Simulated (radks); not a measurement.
**O²⁻ held by a Watson sphere**

One table from this session's results is given with a row withheld; the runs are named, their logs left out.

The numbers are computed with radks (a radial shooting solver on a logarithmic mesh, Libxc functionals) version 1 (scalar-relativistic Kohn-Sham, r2SCAN, spin-polarised, spherical densities, finite nucleus), except any that are marked as measured or tabulated.

**The system**

| Property | Result |
| --- | --- |
| element | oxygen (Z = 8) |
| charge | -2 |
| electrons | 10 |
| configuration | [Ne] |
| nuclear rms radius | 2.6991 fm |

Outer shells as boxes (Hund's rule):

O²⁻
```
[He] core
2s [↑↓]
2p [↑↓][↑↓][↑↓]
```

Set-up of the first run:

Settings of this run:

```text
Z 8
configuration [Ne]
relativity scalar-relativistic
functional r2scan,r2scan
spin polarised
nucleus finite rms 2.6991 fm
c 137.035999084
watson charge 2 radius 1.95 bohr
```

Among the steps run: R = 1.95 bohr; R = 2.08 bohr; R = 2.21 bohr; R = 2.49 bohr; R = 2.9 bohr; R = 2.96 bohr; R = 3.24 bohr; R = 3.85 bohr.

One table of the session follows, with a row left open; its other results are not shown here.

```
R (bohr)  highest level (eV)  its <r> (bohr)  sum of <r²> (bohr²)
    1.95              -8.240           1.468                20.92
    2.08                   ?               ?                    ?
    2.21              -7.292           1.527                22.66
    2.49              -6.392           1.586                24.53
     2.9              -5.285           1.665                27.30
    2.96              -5.142           1.676                27.71
    3.24              -4.534           1.727                29.65
    3.85              -3.489           1.830                34.17
```

Q: Estimate the row for R (bohr) = 2.08 from the others.

Worked estimate for «highest level (eV)». A straight line through the neighbours (1.95, -8.240) and (2.21, -7.292) gives -8.240 + (-7.292 + 8.240) × (2.08 − 1.95) / (2.21 − 1.95) = -7.766; a parabola fitted to 3 rows on both sides gives -7.752.

The run gave: highest level (eV): -7.753; its <r> (bohr): 1.498; sum of <r²> (bohr²): 21.79. In «highest level (eV)» the line misses by -0.013 and the parabola by +0.001.

In words: From R = 1.95 to 3.85 bohr the top level moves from -8.240 to -3.489 eV and its mean radius from 1.47 to 1.83 bohr. A wider sphere makes a shallower well, so the ion swells.
